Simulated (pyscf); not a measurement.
One four-centre exchange on the singlet surface with elements of a group swapped. ωB97M-D3(BJ)/def2-TZVP, eV, from the separated reactants. Structures and frequencies: ωB97X-D3(BJ)/def2-SVP in PySCF.

```csv
step,barrier,reaction energy,imaginary mode (i cm⁻¹)
HO–SiH₃ + HO–SnH₃ → H₃Si–O–SnH₃ + H₂O,___,___,757
HO–SiH₃ + HO–GeH₃ → H₃Si–O–GeH₃ + H₂O,0.89,-0.14,720
```

Task: Fill in the missing entries.

Result: 
- HO–SiH₃ + HO–SnH₃ → H₃Si–O–SnH₃ + H₂O, barrier: 0.75
- HO–SiH₃ + HO–SnH₃ → H₃Si–O–SnH₃ + H₂O, reaction energy: -0.18

Row 1: On the reactant side the descent ends in a complex (not fully relaxed), 0.19 eV under the separated species and 0.87 eV under the saddle at ωB97X-D3(BJ)/def2-TZVP. On the product side the descent ends in a complex, 0.22 eV under the separated species and 1.15 eV under the saddle at ωB97X-D3(BJ)/def2-TZVP. Row 2: On the reactant side the descent ends in a complex, 0.23 eV under the separated species and 1.08 eV under the saddle at ωB97X-D3(BJ)/def2-TZVP. On the product side the descent ends in a complex, 0.19 eV under the separated species and 1.25 eV under the saddle at ωB97X-D3(BJ)/def2-TZVP. Each row is the saddle that its search found. Elements up to Kr have no core potential and no relativistic terms here. Elements past Kr carry the def2 core potentials, without spin-orbit coupling.
